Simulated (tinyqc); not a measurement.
Worked calculation: CID on RHF in the sto-3g basis, frozen core, for LiH, spin multiplicity 1. Computed by tinyqc, a small Python program that keeps every step (integrals from PySCF). Settings: charge = 0, multiplicity = 1, basis = sto-3g, method = RHF, frozen orbitals = 1, energy threshold = 1e-10, iteration cap = 74, orthogonalisation = canonical, start = atomic densities, DIIS depth = 6, ci = CID. Command: `OMP_NUM_THREADS=1 python tinyqc.py 25840 25841 out.jsonl` (the two numbers bound the seeds that draw the settings). One thread of a shared host (Intel(R) Xeon(R) Processor @ 2.60GHz), about 0.1 s of CPU time with the checks. The early iterations of the SCF are left out here.

## One-electron integrals

Geometry (angstrom):
```
atom,x,y,z
Li,0.000000,0.000000,0.000000
H,0.000000,0.000000,1.975000
```

Basis sto-3g: exponents (1/bohr^2) and contraction coefficients of normalised primitives:
```
element,l (shell),exponent,coefficient
Li,s (1),16.119575,0.154329
Li,s (1),2.936201,0.535328
Li,s (1),0.794651,0.444635
Li,s (2),0.636290,-0.099967
Li,s (2),0.147860,0.399513
Li,s (2),0.048089,0.700115
Li,p (3),0.636290,0.155916
Li,p (3),0.147860,0.607684
Li,p (3),0.048089,0.391957
H,s (1),3.425251,0.154329
H,s (1),0.623914,0.535328
H,s (1),0.168855,0.444635
```

Overlap, kinetic and nuclear-attraction integrals over the contracted functions; the nuclear repulsion is the sum of Za Zb / Rab.

nuclear repulsion = 0.80381348 hartree

overlap S, lower triangle:
```
,1Li 1s,1Li 2s,1Li 2px,1Li 2py,1Li 2pz,2H 1s
1Li 1s,1.000000
1Li 2s,0.241137,1.000000
1Li 2px,0.000000,0.000000,1.000000
1Li 2py,0.000000,0.000000,0.000000,1.000000
1Li 2pz,0.000000,0.000000,0.000000,0.000000,1.000000
2H 1s,0.029279,0.304424,0.000000,0.000000,0.428072,1.000000
```

kinetic energy T (hartree), lower triangle:
```
,1Li 1s,1Li 2s,1Li 2px,1Li 2py,1Li 2pz,2H 1s
1Li 1s,3.576786
1Li 2s,-0.020237,0.102163
1Li 2px,0.000000,0.000000,0.319682
1Li 2py,0.000000,0.000000,0.000000,0.319682
1Li 2pz,0.000000,0.000000,0.000000,0.000000,0.319682
2H 1s,-0.009505,0.020664,0.000000,0.000000,0.075867,0.760032
```

nuclear attraction V (hartree), lower triangle:
```
,1Li 1s,1Li 2s,1Li 2px,1Li 2py,1Li 2pz,2H 1s
1Li 1s,-8.250819
1Li 2s,-1.028953,-1.459005
1Li 2px,0.000000,0.000000,-1.423278
1Li 2py,0.000000,0.000000,0.000000,-1.423278
1Li 2pz,-0.010570,-0.100419,0.000000,0.000000,-1.501707
2H 1s,-0.121617,-0.507070,0.000000,0.000000,-0.721094,-2.030083
```

core Hamiltonian H = T + V (hartree), lower triangle:
```
,1Li 1s,1Li 2s,1Li 2px,1Li 2py,1Li 2pz,2H 1s
1Li 1s,-4.674033
1Li 2s,-1.049190,-1.356841
1Li 2px,0.000000,0.000000,-1.103596
1Li 2py,0.000000,0.000000,0.000000,-1.103596
1Li 2pz,-0.010570,-0.100419,0.000000,0.000000,-1.182025
2H 1s,-0.131122,-0.486406,0.000000,0.000000,-0.645227,-1.270051
```

## Two-electron integrals

Functions are numbered as in S; the eight-fold symmetry (ij|kl) = (ji|kl) = (kl|ij) leaves the list below.

Two-electron integrals (ij|kl) in chemists' order, unique and non-zero (hartree):
```
i,j,k,l,(ij|kl)
1,1,1,1,1.680395
2,1,1,1,0.265420
2,1,2,1,0.049941
2,2,1,1,0.397727
2,2,2,1,0.092860
2,2,2,2,0.290562
3,1,3,1,0.008981
3,2,3,1,0.013788
3,2,3,2,0.064184
3,3,1,1,0.396640
3,3,2,1,0.092880
3,3,2,2,0.290497
3,3,3,3,0.312946
4,1,4,1,0.008981
4,2,4,1,0.013788
4,2,4,2,0.064184
4,3,4,3,0.016869
4,4,1,1,0.396640
4,4,2,1,0.092880
4,4,2,2,0.290497
4,4,3,3,0.279207
4,4,4,4,0.312946
5,1,5,1,0.008981
5,2,5,1,0.013788
5,2,5,2,0.064184
5,3,5,3,0.016869
5,4,5,4,0.016869
5,5,1,1,0.396640
5,5,2,1,0.092880
5,5,2,2,0.290497
5,5,3,3,0.279207
5,5,4,4,0.279207
5,5,5,5,0.312946
6,1,1,1,0.030954
6,1,2,1,0.005871
6,1,2,2,0.011185
6,1,3,3,0.011054
6,1,4,4,0.011054
6,1,5,1,0.000730
6,1,5,2,0.001424
6,1,5,5,0.011453
6,1,6,1,0.000760
6,2,1,1,0.099676
6,2,2,1,0.023682
6,2,2,2,0.081970
6,2,3,3,0.077358
6,2,4,4,0.077358
6,2,5,1,0.003736
6,2,5,2,0.025444
6,2,5,5,0.091117
6,2,6,1,0.003361
6,2,6,2,0.042696
6,3,3,1,0.001586
6,3,3,2,0.008119
6,3,5,3,0.003596
6,3,6,3,0.002531
6,4,4,1,0.001586
6,4,4,2,0.008119
6,4,5,4,0.003596
6,4,6,4,0.002531
6,5,1,1,0.131940
6,5,2,1,0.031591
6,5,2,2,0.112774
6,5,3,3,0.105012
6,5,4,4,0.105012
6,5,5,1,0.005753
6,5,5,2,0.039168
6,5,5,5,0.128190
6,5,6,1,0.004607
6,5,6,2,0.063480
6,5,6,5,0.095183
6,6,1,1,0.267753
6,6,2,1,0.064495
6,6,2,2,0.246741
6,6,3,3,0.225376
6,6,4,4,0.225376
6,6,5,1,0.010416
6,6,5,2,0.091475
6,6,5,5,0.289360
6,6,6,1,0.009347
6,6,6,2,0.165931
6,6,6,5,0.254481
6,6,6,6,0.774606
```

## Orthogonalisation

S = U s U^T; canonical form X = U s^(-1/2), so that X^T S X = 1. Each column of U has its largest component positive (the first on a tie).

eigenvalues of S: 0.461268  0.802896  1.000000  1.000000  1.180783  1.555052

X:
```
,1,2,3,4,5,6
1Li 1s,0.249346,0.774184,0.000000,0.000000,0.604945,0.193092
1Li 2s,-0.678991,-0.605995,0.000000,0.000000,0.477302,0.379104
1Li 2px,0.000000,0.000000,0.998718,-0.050621,0.000000,0.000000
1Li 2py,0.000000,0.000000,0.050621,0.998718,0.000000,0.000000
1Li 2pz,-0.797839,0.479702,0.000000,0.000000,-0.463473,0.415126
2H 1s,1.004086,-0.220877,0.000000,0.000000,-0.195734,0.538266
```

Within a degenerate level the vectors are fixed only up to a rotation; this is one choice.

## Iteration 8 (converged): orbitals

converged F (hartree), lower triangle:
```
,1Li 1s,1Li 2s,1Li 2px,1Li 2py,1Li 2pz,2H 1s
1Li 1s,-2.357832
1Li 2s,-0.641548,-0.213938
1Li 2px,0.000000,0.000000,0.162323
1Li 2py,0.000000,0.000000,0.000000,0.162323
1Li 2pz,0.014469,-0.075883,0.000000,0.000000,0.038948
2H 1s,-0.080691,-0.217715,0.000000,0.000000,-0.207791,-0.095975
```

Diagonalise F' = X^T F X, C = X C', fill 2 alpha and 2 beta electrons from the bottom; D = 2 C_occ C_occ^T. Each column has its largest component positive (the first on a tie).

F' = X^T F X (hartree), lower triangle:
```
,1,2,3,4,5,6
1,0.401443
2,-0.216967,-0.817298
3,0.000000,0.000000,0.162323
4,0.000000,0.000000,0.000000,0.162323
5,-0.183633,-1.078373,0.000000,0.000000,-1.229853
6,-0.083300,-0.361635,0.000000,0.000000,-0.511416,-0.453730
```

orbital energies (hartree): MO1 -2.360333, MO2 -0.252291, MO3 0.073647, MO4 0.162323, MO5 0.162323, MO6 0.439539

coefficients C:
```
,MO1,MO2,MO3,MO4,MO5,MO6
1Li 1s,0.991428,-0.151842,-0.213931,0.000000,0.000000,0.114129
1Li 2s,0.033421,0.485754,0.798293,0.000000,0.000000,-0.570482
1Li 2px,0.000000,0.000000,0.000000,0.627375,0.778718,0.000000
1Li 2py,0.000000,0.000000,0.000000,0.778718,-0.627375,0.000000
1Li 2pz,-0.004703,0.332476,-0.600052,0.000000,0.000000,-0.884971
2H 1s,-0.000654,0.578928,-0.179055,0.000000,0.000000,1.008860
```

D after iteration 8, lower triangle:
```
,1Li 1s,1Li 2s,1Li 2px,1Li 2py,1Li 2pz,2H 1s
1Li 1s,2.011971
1Li 2s,-0.081247,0.474149
1Li 2px,0.000000,0.000000,0.000000
1Li 2py,0.000000,0.000000,0.000000,0.000000
1Li 2pz,-0.110293,0.322689,0.000000,0.000000,0.221124
2H 1s,-0.177108,0.562390,0.000000,0.000000,0.384965,0.670316
```

Within a degenerate level the vectors are fixed only up to a rotation; this is one choice.

## Convergence

Stop when the energy changes by less than 1e-10 hartree and every element of the error matrix X^T (F D S - S D F) X is below 3e-06.

Course of the cycle:
```
iteration,E (hartree),change,largest element of the error matrix
1,-7.64103512,-,9.84e-02
2,-7.82327359,-1.82e-01,9.28e-02
3,-7.83200924,-8.74e-03,2.33e-02
4,-7.83337403,-1.36e-03,5.45e-03
5,-7.83355503,-1.81e-04,6.26e-04
6,-7.83355717,-2.13e-06,3.81e-05
7,-7.83355717,-9.19e-09,6.89e-07
8,-7.83355717,-2.76e-12,4.71e-08
```

PySCF RHF in the same basis = -7.83355717 hartree

Converged in 8 iterations.

## Integrals over molecular orbitals

(pq|rs) = sum C_ip C_jq C_kr C_ls (ij|kl), one index at a time.

one-electron integrals over orbitals h = C^T H C (hartree), lower triangle:
```
,1,2,3,4,5,6
1,-4.664997
2,0.096968,-1.359750
3,0.163077,0.020846,-1.102702
4,0.000000,0.000000,0.000000,-1.103596
5,0.000000,0.000000,0.000000,0.000000,-1.103596
6,-0.050725,0.022197,0.023346,0.000000,0.000000,-1.001664
```

Two-electron integrals over orbitals (pq|rs), unique and non-zero (hartree); the lowest 1 orbital is frozen and left out:
```
p,q,r,s,(pq|rs)
2,2,2,2,0.461923
3,2,2,2,-0.055773
3,2,3,2,0.018168
3,3,2,2,0.215222
3,3,3,2,0.012426
3,3,3,3,0.332169
4,2,4,2,0.021703
4,3,4,2,0.019879
4,3,4,3,0.041333
4,4,2,2,0.252379
4,4,3,2,0.010780
4,4,3,3,0.280609
4,4,4,4,0.312946
5,2,5,2,0.021703
5,3,5,2,0.019879
5,3,5,3,0.041333
5,4,5,4,0.016869
5,5,2,2,0.252379
5,5,3,2,0.010780
5,5,3,3,0.280609
5,5,4,4,0.279207
5,5,5,5,0.312946
6,2,2,2,0.112103
6,2,3,2,-0.040672
6,2,3,3,-0.018248
6,2,4,4,-0.031879
6,2,5,5,-0.031879
6,2,6,2,0.128718
6,3,2,2,-0.055089
6,3,3,2,0.014390
6,3,3,3,0.036295
6,3,4,4,0.006034
6,3,5,5,0.006034
6,3,6,2,-0.036613
6,3,6,3,0.028937
6,4,4,2,-0.018945
6,4,4,3,-0.012623
6,4,6,4,0.019596
6,5,5,2,-0.018945
6,5,5,3,-0.012623
6,5,6,5,0.019596
6,6,2,2,0.433987
6,6,3,2,-0.047598
6,6,3,3,0.239077
6,6,4,4,0.261658
6,6,5,5,0.261658
6,6,6,2,0.109215
6,6,6,3,-0.045808
6,6,6,6,0.431968
```

## CID: determinants and Hamiltonian

one-electron integrals dressed by the frozen orbital, h + 2 (pq|11) - (p1|1q) (hartree), lower triangle:
```
,2,3,4,5,6
2,-0.714215
3,0.055773,-0.338628
4,0.000000,0.000000,-0.320733
5,0.000000,0.000000,0.000000,-0.320733
6,-0.112103,0.069506,0.000000,0.000000,-0.299716
```

energy of the frozen orbital, 2 h_11 + (11|11) = -7.67086438 hartree

Hartree-Fock energy = -7.83355717 hartree

Slater-Condon rules over spin orbitals, with the nuclear repulsion and the energy of the frozen orbital added and E(HF) subtracted on the diagonal. Only determinants linked to the reference directly or through others are kept (one block of an abelian symmetry group), so some states are absent.

Occupation strings over the orbitals (2 doubly, a alpha, b beta, 0 empty; spin orbitals ordered 1a 1b 2a 2b ...): 220000 202000 20a00b 200200 200020 20b00a 200002

H - E(HF) between determinants (hartree), lower triangle:
```
,220000,202000,20a00b,200200,200020,20b00a,200002
220000,0.000000
202000,0.018168,0.621420
20a00b,-0.040672,0.105801,0.567240
200200,0.021703,0.041333,-0.012623,0.637986
200020,0.021703,0.041333,-0.012623,0.016869,0.637986
20b00a,0.040672,-0.105801,-0.028937,0.012623,0.012623,0.567240
200002,0.128718,0.028937,0.023698,0.019596,0.019596,-0.023698,0.799043
```

## CID: roots

Diagonalise (each vector has its largest component positive (the first on a tie)); all determinants have Ms = 0, so triplets appear too. The lowest singlet root is the correlation energy.

lowest roots of this matrix, relative to E(HF) (hartree): -0.028314  0.446758  0.538303  0.621117  0.664014  0.741114  0.847924

lowest vectors:
```
,root 1,root 2,root 3,root 4
220000,0.980736,0.094615,0.000000,0.000000
202000,-0.042612,0.668671,0.000000,0.000000
20a00b,0.076091,-0.481273,0.707107,0.000000
200200,-0.021336,-0.200841,0.000000,0.707107
200020,-0.021336,-0.200841,0.000000,-0.707107
20b00a,-0.076091,0.481273,0.707107,0.000000
200002,-0.154438,-0.002403,0.000000,0.000000
```

<S^2> of these roots: 0.000000  0.000000  2.000000  0.000000  0.000000  0.000000  0.000000

weight of the ground state by excitation level 0, 1, 2, ...: 0.961843  0.000000  0.038157
